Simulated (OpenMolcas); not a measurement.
# SiO2 (silicon dioxide molecule): SSB-D (no dispersion term)/def2-TZVPD (RICD fitting, fitting threshold 0.001)

What is the vertical electron affinity of SiO2 (silicon dioxide molecule) at SSB-D (no dispersion term)/def2-TZVPD (RICD fitting, fitting threshold 0.001)? 

The calculation is run with OpenMolcas 26.06.

### 1 The molecule

SiO2 has 3 atoms, charge 0, and is taken as a singlet. SMILES: `O=[Si]=O`. The coordinates come from a GFN2-xTB relaxation.

Bond lengths: O1–Si2 1.491 Å, Si2–O3 1.491 Å. Angles: O1–Si2–O3 179.9°.

### 2 A single-point energy at SSB-D (no dispersion term)/def2-TZVPD (RICD fitting, fitting threshold 0.001)

The input, job.inp:

```
&GATEWAY
 BasLib=$CurrDir
 Coord
 3
 bohr
 O      1.30623539     2.30034471     0.97082790
 Si    -0.00137950     0.00083148    -0.00030236
 O     -1.30487479    -2.30119509    -0.97052554
 Basis=def2-TZVPD
 Group=NoSym
 RICD
 CDThreshold=0.001

&SEWARD

&SCF
 KSDFT=SSBD
 PrOrbitals=0
```

The basis set def2-TZVPD is read from a file made from the Basis Set Exchange's data (not shown).

Started as:

```
$ export MOLCAS_MEM=1860
$ pymolcas job.inp > job.log
```

Standard output:

```text
--- Start Module: gateway ---

                                              &GATEWAY

                       available to each process: 1.9 GB of memory, 1 thread

 Basis Set     1 Label: O.DEF2-TZVPD
 Basis set is read from library:.
 basistype.tbl is not found

 Basis Set     2 Label: SI.DEF2-TZVPD
 Basis set is read from library:.
 basistype.tbl is not found

 Basis Set     3 Label: O.DEF2-TZVPD
 Basis set is read from library:.
 basistype.tbl is not found

++    Symmetry information:
      ---------------------

                    Character Table for C1

                             E
                    a        1  x, y, xy, Rz, z, xz, Ry, yz, Rx, I
--

++    Basis set information:
      ----------------------

      Basis set label: O.DEF2-TZVPD.........

      Electronic valence basis set:
      ------------------
      Associated Effective Charge   8.000000 au
      Associated Actual Charge      8.000000 au
      Nuclear Model: Point charge

      Shell  nPrim  nBasis  Cartesian Spherical Contaminant
         s      12       6        X
         p       7       4        X
         d       3       3                 X
         f       1       1                 X

      Basis set label: SI.DEF2-TZVPD.........

      Electronic valence basis set:
      ------------------
      Associated Effective Charge  14.000000 au
      Associated Actual Charge     14.000000 au
      Nuclear Model: Point charge

      Shell  nPrim  nBasis  Cartesian Spherical Contaminant
         s      15       6        X
         p       9       5        X
         d       4       3                 X
         f       1       1                 X

      Basis set label: O.DEF2-TZVPD.........

      Electronic valence basis set:
      ------------------
      Associated Effective Charge   8.000000 au
      Associated Actual Charge      8.000000 au
      Nuclear Model: Point charge

      Shell  nPrim  nBasis  Cartesian Spherical Contaminant
         s      12       6        X
         p       7       4        X
         d       3       3                 X
         f       1       1                 X
--

++    Molecular structure info:
      -------------------------

                    ************************************************
                    **** Cartesian Coordinates / bohr, angstrom ****
                    ************************************************

     Center  Label                x              y              z                     x              y              z
        1      O1               1.306235       2.300345       0.970828              0.691230       1.217290       0.513740
        2      SI2             -0.001380       0.000831      -0.000302             -0.000730       0.000440      -0.000160
        3      O3              -1.304875      -2.301195      -0.970526             -0.690510      -1.217740      -0.513580

                    ***************************************
                    *    InterNuclear Distances / bohr    *
                    ***************************************

               1 O1            2 SI2           3 O3
    1 O1       0.000000
    2 SI2      2.817927        0.000000
    3 O3       5.635683        2.817758        0.000000

                    *******************************************
                    *    InterNuclear Distances / angstrom    *
                    *******************************************

               1 O1            2 SI2           3 O3
    1 O1       0.000000
    2 SI2      1.491183        0.000000
    3 O3       2.982275        1.491093        0.000000

                    **************************************
                    *    Valence Bond Angles / degree    *
                    **************************************
                          Atom centers                 Phi
                      1 O1       2 SI2      3 O3       179.90
--

            Nuclear Potential Energy             90.84965730 au

--- Stop Module: gateway /rc=_RC_ALL_IS_WELL_ ---

--- Start Module: seward ---

                                              &SEWARD

                       available to each process: 1.9 GB of memory, 1 thread

               SEWARD will generate:
                  Multipole Moment integrals up to order  2
                  Kinetic Energy integrals
                  Nuclear Attraction integrals (point charge)
                  One-Electron Hamiltonian integrals
                  Velocity integrals
                  Orbital angular momentum around ( -0.0003   0.0002  -0.0001 )
                  Velocity quadrupole around ( -0.0003   0.0002  -0.0001 )
                  RI decomposed two-electron repulsion integrals stored Cholesky style
                   - acCD auxiliary basis
                   - CD Threshold:   1.00E-03

                   Integrals are discarded if absolute value <: 1.00E-14
                   Integral cutoff threshold is set to       <: 1.00E-16

            Nuclear Potential Energy             90.84965730 au

      Basis set specifications :
      Symmetry species         a
      Basis functions          123

--- Stop Module: seward /rc=_RC_ALL_IS_WELL_ ---
--- Module seward spent 1 second ---

--- Start Module: scf ---

                                                &SCF

                       available to each process: 1.9 GB of memory, 1 thread

 ###############################################################################
 ###    WARNING:  Find_Functional: Dispersion corrections are                ###
 ###    not implemented!                                                     ###
 ###############################################################################
          Functional=GGA_X_SSB_D
++    Input section:
      --------------

      Header of the integral files:

      Cartesian coordinates in angstrom:
      -----------------------------------------------------
      No.  Label        X            Y            Z
      -----------------------------------------------------
       1   O1         0.69123000   1.21729000   0.51374000
       2   SI2       -0.00073000   0.00044000  -0.00016000
       3   O3        -0.69051000  -1.21774000  -0.51358000
      -----------------------------------------------------
      Nuclear repulsion energy =   90.84965730
--

++    Orbital specifications:
      -----------------------

      Symmetry species               1
                                     a
      Frozen orbitals                0
      Occupied orbitals             15
      Secondary orbitals           108
      Deleted orbitals               0
      Total number of orbitals     123
      Number of basis functions    123
--

      Molecular charge                           0.000

      Numerical integration parameters
      --------------------------------
      Radial quadrature type:                         MHL
      Size of radial grid:                            75
      Lebedev angular grid:                           29
      Angular grid pruned with the crowding factor:  3.00E+00
                                 and fading factor:  6.00E+00
      Screening threshold for integral computation:   1.00E-11
      Radial quadrature accuracy:                     1.00E-25
      Maximum batch size:                             128
      AO values are stored on disk
      The same grid will be used for all iterations.

      DFT functional specifications
      -----------------------------
      Using Libxc version: 6.2.2
      Please cite the following reference:
      S. Lehtola, C. Steigemann, M. J.T. Oliveira, and M. A.L. Marques.,  SoftwareX 7, 1–5 (2018) doi:10.1016/j.softx.2017.11.002

      * Swart, Sola and Bickelhaupt dispersion
      * Perdew, Burke & Ernzerhof
        - J. P. Perdew, K. Burke, and M. Ernzerhof.,  Phys. Rev. Lett. 77, 3865 (1996) doi:10.1103/PhysRevLett.77.3865
        - J. P. Perdew, K. Burke, and M. Ernzerhof.,  Phys. Rev. Lett. 78, 1396 (1997) doi:10.1103/PhysRevLett.78.1396

++    Optimization specifications:
      ----------------------------

      SCF Algorithm: LK-RI/DF
      LK screening threshold:                     4.50E-02
      Local-Exchange (LK) algorithm.
       - the density matrix is decomposed
      D(i)-D(i-1) density differences are used
      Number of density matrices in core                 5
      Maximum number of NDDO SCF iterations            400
      Maximum number of HF SCF iterations              400
      Threshold for SCF energy change             1.00E-09
      Threshold for density matrix                1.00E-04
      Threshold for Fock matrix                   1.50E-04
      Threshold for linear dependence             1.00E-09
      Threshold at which DIIS is turned on        1.50E-01
      Maximum depth in the DIIS procedure                5
      Maximum depth in the BFGS Hessian update          30
      Threshold at which QNR/C2DIIS is turned on  7.50E-02
      Threshold for Norm(delta) (QNR/C2DIIS)      1.00E-03
      All orbitals punched on: SCFORB
--

      Input vectors read from INPORB
      Orbital file label: *Guess orbitals

++ Convergence information
                                   SSBD       iterations: Energy and convergence statistics

Iter     Tot. SSBD       One-elec.       Two-elec.     Energy      Max Dij or  Max Fij      DNorm      TNorm      AccCon     Time
         Energy          Energy          Energy        Change      Delta Norm                                                in Sec.
   1  -441.551133649  -828.307074594   295.906283644   0.00E+00    8.95E-01*   1.94E-01*    5.68E+00   1.91E+02   None         0.
   2  -439.255743445  -826.261862802   296.156462057   2.30E+00*   2.19E-01*   1.05E-01*    5.70E+00   1.91E+02   EDIIS        0.
   3  -442.063720970  -830.354345204   297.440966934  -2.81E+00*   3.62E-01*   7.04E-02*    1.74E+00   1.92E+02   EDIIS        0.
   4  -441.909771544  -831.771022106   299.011593261   1.54E-01*   7.73E-02*   3.68E-02*    1.78E+00   1.92E+02   EDIIS        0.
   5  -442.132548446  -829.264850876   296.282645130  -2.23E-01*   4.80E-02*   1.65E-02*    6.48E-01   1.91E+02   c2DIIS       0.
   6  -442.136815443  -830.718798875   297.732326132  -4.27E-03*   6.49E-02*   1.55E-02*    3.71E-01   1.92E+02   QNRc2DIIS    0.
   7  -442.135664011  -828.939817949   295.954496638   1.15E-03*   4.50E-02*   1.72E-02*    2.79E-01   1.91E+02   QNRc2DIIS    0.
   8  -442.138738303  -829.795107954   296.806712350  -3.07E-03*   2.10E-02*   1.04E-02*    1.24E-01   1.91E+02   QNRc2DIIS    0.
   9  -442.139979630  -829.884868953   296.895232022  -1.24E-03*   1.23E-03*   7.54E-04*    1.14E-01   1.91E+02   QNRc2DIIS    0.
  10  -442.139983878  -829.882248198   296.892607020  -4.25E-06*   2.63E-04    1.48E-04     3.37E-03   1.91E+02   QNRc2DIIS    0.
  11  -442.139984106  -829.878937005   296.889295598  -2.28E-07*   1.90E-04    4.24E-05     1.28E-03   1.91E+02   QNRc2DIIS    0.
  12  -442.139984150  -829.876517925   296.886876474  -4.41E-08*   1.19E-05    1.50E-05     8.23E-04   1.91E+02   QNRc2DIIS    0.
  13  -442.139984151  -829.876260362   296.886618911  -4.54E-10    2.22E-06    4.10E-06     1.29E-04   1.91E+02   QNRc2DIIS    0.

       Convergence after  13 Iterations
--

 *****************************************************************************************************************************
 *                                             SCF/KS-DFT Program, Final results                                             *
 *                                                       Final Results                                                       *
 *****************************************************************************************************************************

::    Total KS-DFT energy                            -442.1399841509
      One-electron energy                            -829.8762603620
      Two-electron energy                             296.8866189109
      Nuclear repulsion energy                         90.8496573002
      Kinetic energy (interpolated)                   440.8624270795
      Virial theorem                                    1.0028978588
      Total spin, S(S+1)                                0.0000000000
      Total spin, S                                     0.0000000000
      Max non-diagonal density matrix element           0.0000011693
      Max non-diagonal Fock matrix element              0.0000012721

      No orbitals printed

++    Molecular charges:
      ------------------

      Mulliken charges per centre
      ---------------------------

                O1      SI2     O3
      Total    8.3618 13.2764  8.3618

      N-E     -0.3618  0.7236 -0.3618

      Total electronic charge=   30.000000

      Total            charge=   -0.000000
--

++    Molecular properties:
      ---------------------

      Charge (e):
                      =   -0.0000
      Dipole Moment (debye):
      Origin of the operator (angstrom)=   -0.0001    0.0001   -0.0000
                   X= -5.3523E-03               Y=  3.2325E-03               Z= -1.1858E-03           Total=  6.3641E-03
      Quadrupole Moment (debye*angstrom):
      Origin of the operator (angstrom)=   -0.0001    0.0001   -0.0000
                  XX= -2.2403E+01              XY= -4.1148E+00              XZ= -1.7360E+00              YY= -2.7319E+01
                  YZ= -3.0593E+00              ZZ= -2.1359E+01
      In traceless form (debye*angstrom)
                  XX=  1.9362E+00              XY= -6.1721E+00              XZ= -2.6040E+00              YY= -5.4386E+00
                  YZ= -4.5890E+00              ZZ=  3.5024E+00
--

--- Stop Module: scf /rc=_RC_ALL_IS_WELL_ ---
--- Module scf spent 4 seconds ---

.##################.
.# Happy landing! #.
.##################.

    Timing: Wall=7.03 User=6.14 System=0.88
```

It took 7.5 s on 1 thread of Arm Neoverse V1, shared host; peak memory 0.11 GiB.

(Part 1 of 2 ends here.)
